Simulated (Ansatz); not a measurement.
Polycrystal shear modulus (GPa) of solids drawn from the class of elemental solids other than molecular ones, at two levels: PBE (Ansatz, a quantum-chemistry and plane-wave program, plane waves, PAW), and PBEsol in Ansatz (PAW).

```tsv
solid	PBE	PBEsol	shift (%)
fcc Pt	53.6	65.7	+23
bcc Na	2.90	3.02	+4.1
white tin (β-Sn)	9.64	14.2	+47
hcp Cd	13.6	24.6	+81
fcc Sr	5.71	6.57	+15.1
hcp Zn	41.8	52.2	+25
hcp Tc	143	155	+8.4
hcp Lu	31.9	35.5	+11.3
hcp Y	26.5	27.1	+2.3
bcc Ba	5.76	6.40	+11.1
```

The shifts run from +2.3 % to +81 %, with a median of +13.2 %.

Over all 10 rows PBEsol is the larger in 10.

Ansatz's runs of these crystals have no spin polarisation.

Spin–orbit coupling is left out, also for the solids with elements from indium on (fcc Pt, white tin (β-Sn), hcp Lu, bcc Ba); its size isn't shown.

Each level is taken at its own relaxed cell. Ansatz's density-functional and Hartree–Fock values are scalar-relativistic unless marked +SOC, with PAW data made under PBE.
